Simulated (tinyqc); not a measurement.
Worked calculation (part 2 of 2): CIS on RHF in the sto-6g basis, for H2O, spin multiplicity 1. Computed by tinyqc, a small Python program that keeps every step (integrals from PySCF). Command: `OMP_NUM_THREADS=1 python tinyqc.py 20204 20205 out.jsonl` (the two numbers bound the seeds that draw the settings). One thread of a shared host (Intel(R) Xeon(R) Processor @ 2.60GHz), about 0.1 s of CPU time with the checks.

Geometry (angstrom):
```
atom        x         y        z
O     0.00000   0.00000  0.00000
H     0.00000   0.75000  0.51700
H     0.00000  -0.78600  0.54200
```

## Integrals over molecular orbitals

coefficients C, order 1O 1s, 1O 2s, 1O 2px, 1O 2py, 1O 2pz, 2H 1s, 3H 1s:
$$\begin{pmatrix}
0.99658 & -0.22138 & 0.00618 & 0.09257 & 0.00000 & -0.12553 & -0.02082 \\
0.01644 & 0.82978 & -0.03596 & -0.51951 & 0.00000 & 0.92789 & 0.17644 \\
0.00000 & 0.00000 & 0.00000 & 0.00000 & 1.00000 & 0.00000 & 0.00000 \\
0.00026 & 0.01331 & 0.60348 & -0.00995 & 0.00000 & -0.13569 & 1.01157 \\
0.00327 & 0.13128 & 0.01611 & 0.80314 & 0.00000 & 0.69727 & 0.10803 \\
-0.00422 & 0.16572 & 0.43434 & 0.24903 & 0.00000 & -0.70968 & -0.99009 \\
-0.00377 & 0.14864 & -0.43776 & 0.27219 & 0.00000 & -0.91740 & 0.71819
\end{pmatrix}$$

core Hamiltonian H = T + V (hartree), order 1O 1s, 1O 2s, 1O 2px, 1O 2py, 1O 2pz, 2H 1s, 3H 1s:
$$\begin{pmatrix}
-33.06629 & -7.30970 & 0.00000 & -0.00134 & -0.01966 & -1.96225 & -1.77484 \\
-7.30970 & -9.27498 & 0.00000 & -0.01187 & -0.21650 & -4.02730 & -3.75419 \\
0.00000 & 0.00000 & -7.49728 & 0.00000 & 0.00000 & 0.00000 & 0.00000 \\
-0.00134 & -0.01187 & 0.00000 & -7.67746 & -0.00625 & -2.22493 & 2.11595 \\
-0.01966 & -0.21650 & 0.00000 & -0.00625 & -7.58293 & -1.60339 & -1.52738 \\
-1.96225 & -4.02730 & 0.00000 & -2.22493 & -1.60339 & -5.25786 & -1.59886 \\
-1.77484 & -3.75419 & 0.00000 & 2.11595 & -1.52738 & -1.59886 & -5.08481
\end{pmatrix}$$

Given earlier and not repeated: Two-electron integrals (ij|kl) in chemists' order.

(pq|rs) = sum C_ip C_jq C_kr C_ls (ij|kl), one index at a time.

one-electron integrals over orbitals h = C^T H C (hartree):
$$\begin{pmatrix}
-33.05244 & 0.56776 & -0.01638 & -0.23119 & 0.00000 & 0.33117 & 0.05577 \\
0.56776 & -7.73864 & 0.00557 & 0.41027 & 0.00000 & -1.41119 & -0.25359 \\
-0.01638 & 0.00557 & -6.44433 & -0.05402 & 0.00000 & 0.27878 & -1.70609 \\
-0.23119 & 0.41027 & -0.05402 & -7.10311 & 0.00000 & -0.99492 & -0.09018 \\
0.00000 & 0.00000 & 0.00000 & 0.00000 & -7.49728 & 0.00000 & 0.00000 \\
0.33117 & -1.41119 & 0.27878 & -0.99492 & 0.00000 & -5.33766 & 0.04461 \\
0.05577 & -0.25359 & -1.70609 & -0.09018 & 0.00000 & 0.04461 & -5.64584
\end{pmatrix}$$

Two-electron integrals over orbitals (pq|rs), unique and non-zero (hartree):
```
(11|11) 4.76115     (21|11) -0.42573    (21|21) 0.06169     (22|11) 1.01797
(22|21) -0.01386    (22|22) 0.73098     (31|11) 0.01246     (31|21) -0.00147
(31|22) 0.00151     (31|31) 0.01126     (32|11) -0.00389    (32|21) 0.00083
(32|22) 0.00751     (32|31) 0.01780     (32|32) 0.14674     (33|11) 0.80650
(33|21) -0.00417    (33|22) 0.64925     (33|31) -0.00059    (33|32) -0.00417
(33|33) 0.64023     (41|11) 0.18344     (41|21) -0.02340    (41|22) 0.01622
(41|31) 0.00099     (41|32) 0.00008     (41|33) 0.00596     (41|41) 0.02953
(42|11) -0.12423    (42|21) 0.00960     (42|22) 0.00732     (42|31) -3.34e-05
(42|32) 0.00073     (42|33) 0.00680     (42|41) 0.01984     (42|42) 0.12450
(43|11) 0.01266     (43|21) -0.00054    (43|22) 0.00438     (43|31) -0.00328
(43|32) 0.01880     (43|33) 0.00182     (43|41) -0.00073    (43|42) -0.00509
(43|43) 0.04557     (44|11) 1.02248     (44|21) -0.01373    (44|22) 0.68510
(44|31) 2.54e-05    (44|32) -0.00371    (44|33) 0.60707     (44|41) -0.01229
(44|42) -0.10493    (44|43) 0.00771     (44|44) 0.80404     (51|51) 0.02673
(52|51) 0.03232     (52|52) 0.14483     (53|51) -0.00092    (53|52) -0.00305
(53|53) 0.02931     (54|51) -0.01298    (54|52) -0.04492    (54|53) 0.00182
(54|54) 0.05591     (55|11) 1.11708     (55|21) -0.01120    (55|22) 0.74971
(55|31) 0.00031     (55|32) -0.00165    (55|33) 0.63361     (55|41) 0.00451
(55|42) -0.06367    (55|43) 0.00697     (55|44) 0.73913     (55|55) 0.88066
(61|11) -0.26115    (61|21) 0.04044     (61|22) -0.00254    (61|31) -0.00305
(61|32) -0.00280    (61|33) -2.37e-05   (61|41) -0.00244    (61|42) 0.01999
(61|43) -0.00018    (61|44) -0.01884    (61|55) -0.00614    (61|61) 0.03511
(62|11) 0.32142     (62|21) -0.00802    (62|22) 0.14227     (62|31) -0.00148
(62|32) -0.00857    (62|33) 0.07496     (62|41) 0.01859     (62|42) 0.02096
(62|43) 0.00499     (62|44) 0.09650     (62|55) 0.16007     (62|61) 0.00479
(62|62) 0.10150     (63|11) -0.05767    (63|21) 0.00121     (63|22) -0.02605
(63|31) 0.00304     (63|32) -0.04352    (63|33) -0.01462    (63|41) -0.00026
(63|42) 0.00992     (63|43) -0.02808    (63|44) -0.02399    (63|55) -0.03113
(63|61) 0.00027     (63|62) -0.01612    (63|63) 0.07655     (64|11) 0.19832
(64|21) -0.00097    (64|22) 0.09097     (64|31) 0.00136     (64|32) 0.01064
(64|33) 0.04002     (64|41) 0.00352     (64|42) -0.02059    (64|43) 0.00300
(64|44) 0.11201     (64|55) 0.10599     (64|61) 0.00127     (64|62) 0.06027
(64|63) -0.01894    (64|64) 0.06150     (65|51) 0.01641     (65|52) 0.06065
(65|53) -0.00488    (65|54) -0.00275    (65|65) 0.03921     (66|11) 0.80484
(66|21) -0.00767    (66|22) 0.61152     (66|31) -0.00215    (66|32) -0.02713
(66|33) 0.57523     (66|41) 0.02149     (66|42) 0.06009     (66|43) -0.01328
(66|44) 0.54994     (66|55) 0.58755     (66|61) 0.00715     (66|62) 0.09290
(66|63) 0.01127     (66|64) 0.03936     (66|66) 0.60474     (71|11) -0.04450
(71|21) 0.00724     (71|22) 0.00057     (71|31) 0.01581     (71|32) 0.02358
(71|33) -0.00121    (71|41) -0.00097    (71|42) 0.00253     (71|43) -0.00500
(71|44) -0.00277    (71|55) -0.00100    (71|61) 0.00250     (71|62) -0.00228
(71|63) 0.00411     (71|64) 0.00197     (71|66) -0.00292    (71|71) 0.02372
(72|11) 0.05893     (72|21) -0.00127    (72|22) 0.02573     (72|31) 0.01381
(72|32) 0.03891     (72|33) 0.01034     (72|41) 0.00246     (72|42) -0.00092
(72|43) -0.03173    (72|44) 0.02008     (72|55) 0.02854     (72|61) -0.00235
(72|62) 0.00816     (72|63) 0.03285     (72|64) 0.01210     (72|66) 0.01664
(72|71) 0.01847     (72|72) 0.06282     (73|11) 0.36051     (73|21) -0.00727
(73|22) 0.13730     (73|31) 0.00009     (73|32) -0.01045    (73|33) 0.09183
(73|41) -0.00107    (73|42) -0.07096    (73|43) 0.00196     (73|44) 0.16461
(73|55) 0.18667     (73|61) -0.00669    (73|62) 0.07675     (73|63) -0.01268
(73|64) 0.06822     (73|66) 0.04033     (73|71) -0.00110    (73|72) 0.01839
(73|73) 0.14749     (74|11) 0.01808     (74|21) -0.00012    (74|22) 0.00497
(74|31) -0.00936    (74|32) -0.07383    (74|33) 0.00699     (74|41) 0.00086
(74|42) 0.00083     (74|43) 0.00592     (74|44) 0.01054     (74|55) 0.00912
(74|61) 0.00238     (74|62) 0.01062     (74|63) 0.04097     (74|64) -0.00391
(74|66) 0.02062     (74|71) -0.01292    (74|72) -0.01548    (74|73) 0.01335
(74|74) 0.06483     (75|51) 0.00275     (75|52) 0.01032     (75|53) 0.02328
(75|54) -0.00139    (75|65) 0.00244     (75|75) 0.02503     (76|11) -0.00623
(76|21) 0.00031     (76|22) 0.00444     (76|31) 0.00953     (76|32) 0.09885
(76|33) -0.00811    (76|41) 0.00265     (76|42) 0.00985     (76|43) 0.04258
(76|44) -0.01043    (76|55) -0.00372    (76|61) -0.00005    (76|62) 0.00284
(76|63) -0.06452    (76|64) 0.01074     (76|66) -0.02772    (76|71) 0.01287
(76|72) -0.00822    (76|73) -0.01731    (76|74) -0.05338    (76|76) 0.11220
(77|11) 0.88463     (77|21) -0.00949    (77|22) 0.63084     (77|31) 0.00341
(77|32) 0.03096     (77|33) 0.61478     (77|41) 0.00409     (77|42) -0.01351
(77|43) 0.01430     (77|44) 0.61561     (77|55) 0.63078     (77|61) -0.00604
(77|62) 0.07128     (77|63) -0.03508    (77|64) 0.04211     (77|66) 0.56038
(77|71) 0.00325     (77|72) 0.01142     (77|73) 0.09265     (77|74) -0.01359
(77|76) 0.02585     (77|77) 0.63416
```

## CIS matrix, singlets

orbital energies (hartree): MO1 -20.49244, MO2 -1.28136, MO3 -0.64413, MO4 -0.44702, MO5 -0.39435, MO6 0.60663, MO7 0.78354

A(ia,jb) = (e_a - e_i) d_ij d_ab + 2 (ia|jb) - (ij|ab).

CIS matrix A, singlet (hartree):
```
          1>6       1>7       2>6       2>7       3>6       3>7       4>6       4>7
1>6  20.36443   0.01124   0.01725  -0.00502   0.00269  -0.02291  -0.01896   0.00211
1>7   0.01124  20.43880  -0.00487   0.04643  -0.00131  -0.00561   0.00129  -0.02992
2>6   0.01725  -0.00487   1.47946   0.01188  -0.00511   0.05466   0.06044   0.01140
2>7  -0.00502   0.04643   0.01188   1.55971  -0.03315   0.00583   0.01435  -0.01745
3>6   0.00269  -0.00131  -0.00511  -0.03315   0.82863  -0.01726  -0.02460   0.03935
3>7  -0.02291  -0.00561   0.05466   0.00583  -0.01726   1.10788   0.09385   0.01240
4>6  -0.01896   0.00129   0.06044   0.01435  -0.02460   0.09385   0.62671   0.00262
4>7   0.00211  -0.02992   0.01140  -0.01745   0.03935   0.01240   0.00262   0.74461
5>6   0.00000   0.00000   0.00000   0.00000   0.00000   0.00000   0.00000   0.00000
5>7   0.00000   0.00000   0.00000   0.00000   0.00000   0.00000   0.00000   0.00000

         5>6      5>7
1>6  0.00000  0.00000
1>7  0.00000  0.00000
2>6  0.00000  0.00000
2>7  0.00000  0.00000
3>6  0.00000  0.00000
3>7  0.00000  0.00000
4>6  0.00000  0.00000
4>7  0.00000  0.00000
5>6  0.49185  0.00859
5>7  0.00859  0.59719
```

## CIS singlet states

dipole integrals <i|r|a> (bohr), order 1>6, 1>7, 2>6, 2>7, 3>6, 3>7, 4>6, 4>7, 5>6, 5>7:
$$\begin{pmatrix}
0.00000 & -0.00776 & 0.03861 \\
0.00000 & 0.05433 & 0.00561 \\
0.00000 & 0.00204 & -0.09886 \\
0.00000 & -0.16634 & -0.02941 \\
0.00000 & -0.85384 & 0.09073 \\
0.00000 & -0.11729 & -0.58149 \\
0.00000 & 0.12000 & -0.39521 \\
0.00000 & -0.61987 & -0.03777 \\
0.07753 & 0.00000 & 0.00000 \\
0.01045 & 0.00000 & 0.00000
\end{pmatrix}$$

Diagonalise A (1 hartree = 27.211386 eV); each vector has its largest component positive (the first on a tie). The transition dipole is mu = sqrt2 sum c_ia <i|r|a>.

singlet excitation energies (eV): [13.36501, 16.26926, 16.43864, 19.81947, 22.93778, 30.35515, 40.57826, 42.57513, 554.10121, 556.21744]

lowest vectors, order 1>6, 1>7, 2>6, 2>7, 3>6, 3>7, 4>6, 4>7, 5>6, 5>7:
$$\begin{pmatrix}
0.00000 & 0.00000 & 0.00078 & -0.00005 & -0.00014 & 0.00147 \\
0.00000 & 0.00000 & -0.00014 & 0.00135 & 0.00052 & 0.00030 \\
0.00000 & 0.00000 & -0.05578 & -0.01650 & 0.00071 & -0.17421 \\
0.00000 & 0.00000 & -0.01010 & 0.00479 & 0.05245 & -0.01739 \\
0.00000 & 0.00000 & 0.09588 & -0.36140 & 0.92395 & -0.06438 \\
0.00000 & 0.00000 & -0.17213 & -0.05681 & 0.06593 & 0.96788 \\
0.00000 & 0.00000 & 0.97839 & 0.04986 & -0.06836 & 0.16708 \\
0.00000 & 0.00000 & -0.02667 & 0.92918 & 0.36681 & 0.02216 \\
0.99673 & 0.08078 & 0.00000 & 0.00000 & 0.00000 & 0.00000 \\
-0.08078 & 0.99673 & 0.00000 & 0.00000 & 0.00000 & 0.00000
\end{pmatrix}$$

oscillator strengths 2/3 w |mu|^2: [0.00383, 0.00022, 0.06356, 0.06613, 1.22143, 0.57125]

## CIS matrix, triplets

A(ia,jb) = (e_a - e_i) d_ij d_ab - (ij|ab).

CIS matrix A, triplet (hartree):
```
          1>6       1>7       2>6       2>7       3>6       3>7       4>6       4>7
1>6  20.29422   0.00623   0.00767  -0.00031   0.00215  -0.00953  -0.02149  -0.00265
1>7   0.00623  20.39135  -0.00031   0.00949  -0.00953  -0.00341  -0.00265  -0.00409
2>6   0.00767  -0.00031   1.27646  -0.00444   0.02713  -0.09885  -0.06009  -0.00985
2>7  -0.00031   0.00949  -0.00444   1.43406  -0.09885  -0.03096  -0.00985   0.01351
3>6   0.00215  -0.00953   0.02713  -0.09885   0.67553   0.00811   0.01328  -0.04258
3>7  -0.00953  -0.00341  -0.09885  -0.03096   0.00811   0.81289  -0.04258  -0.01430
4>6  -0.02149  -0.00265  -0.06009  -0.00985   0.01328  -0.04258   0.50371   0.01043
4>7  -0.00265  -0.00409  -0.00985   0.01351  -0.04258  -0.01430   0.01043   0.61496
5>6   0.00000   0.00000   0.00000   0.00000   0.00000   0.00000   0.00000   0.00000
5>7   0.00000   0.00000   0.00000   0.00000   0.00000   0.00000   0.00000   0.00000

         5>6      5>7
1>6  0.00000  0.00000
1>7  0.00000  0.00000
2>6  0.00000  0.00000
2>7  0.00000  0.00000
3>6  0.00000  0.00000
3>7  0.00000  0.00000
4>6  0.00000  0.00000
4>7  0.00000  0.00000
5>6  0.41343  0.00372
5>7  0.00372  0.54712
```

## CIS triplet states

Diagonalise A (1 hartree = 27.211386 eV); each vector has its largest component positive (the first on a tie).

triplet excitation energies (eV): [11.24713, 13.28969, 14.89072, 16.12780, 18.60395, 21.85149, 35.39919, 39.42665, 552.22397, 554.88806]

lowest vectors, order 1>6, 1>7, 2>6, 2>7, 3>6, 3>7, 4>6, 4>7, 5>6, 5>7:
$$\begin{pmatrix}
0.00000 & 0.00109 & 0.00000 & 0.00023 & -0.00010 & 0.00019 \\
0.00000 & 0.00008 & 0.00000 & 0.00041 & 0.00025 & 0.00013 \\
0.00000 & 0.09634 & 0.00000 & 0.01571 & -0.05540 & 0.17281 \\
0.00000 & 0.00576 & 0.00000 & 0.04549 & 0.11881 & 0.05856 \\
0.00000 & -0.10760 & 0.00000 & 0.46970 & 0.86314 & 0.06872 \\
0.00000 & 0.15623 & 0.00000 & 0.07588 & -0.09691 & 0.95979 \\
0.00000 & 0.97276 & 0.00000 & 0.12006 & 0.07121 & -0.17373 \\
0.00000 & -0.09182 & 0.00000 & 0.86999 & -0.47259 & -0.10302 \\
0.99961 & 0.00000 & 0.02780 & 0.00000 & 0.00000 & 0.00000 \\
-0.02780 & 0.00000 & 0.99961 & 0.00000 & 0.00000 & 0.00000
\end{pmatrix}$$
